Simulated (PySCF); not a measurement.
Compound: FHO.
Atom-mapped SMILES: `[OH:1][F:2]` (hydrogens: H3 on O1)

Method: PBE0-D3(BJ)/def2-SVP geometry optimisation, gas phase in PySCF; density fitting, grid level 1; the optimiser is geomeTRIC in internal coordinates, started from a GFN2-xTB structure with every atom displaced at random (about 0.01 Å).

Step 0: E = -4767.8453 eV
```
atom  x, y, z in Å  |  force x, y, z in eV/Å
O1     -0.1718    0.4382    0.0020   -1.992   1.160   0.030
F2      1.0218   -0.1970   -0.0137    1.267  -1.129  -0.025
H3     -0.8440   -0.2761   -0.0074    0.725  -0.031  -0.004
```

**Question.** Estimate the geometry and energy of step 1. (The exact step hangs on the optimiser's Hessian estimate; all steps are aligned on step 0, rigid shifts and turns removed.)

**Answer.** E = -4767.9080 eV, largest force 0.792 eV/Å
```
atom  x, y, z in Å  |  force x, y, z in eV/Å
O1     -0.1963    0.4740    0.0027   -0.626   0.140   0.005
F2      1.0001   -0.2202   -0.0140    0.738  -0.287  -0.008
H3     -0.7978   -0.2887   -0.0079   -0.112   0.147   0.002
```

The energy changes by -0.0628 eV. The first-order estimate −F·Δx gives -0.1229 eV and the mean of the old and new forces, exact on a quadratic surface, -0.0634 eV. The step makes an angle of 55° with the force vector and moves no atom by more than 0.048 Å.

The cost below is that of the whole optimisation. Hardware: one thread of an Arm Neoverse N1, shared host with 64 logical CPUs at a one-minute load of 53. Cost: 2.5 s wall, 0.24 GiB resident at most.
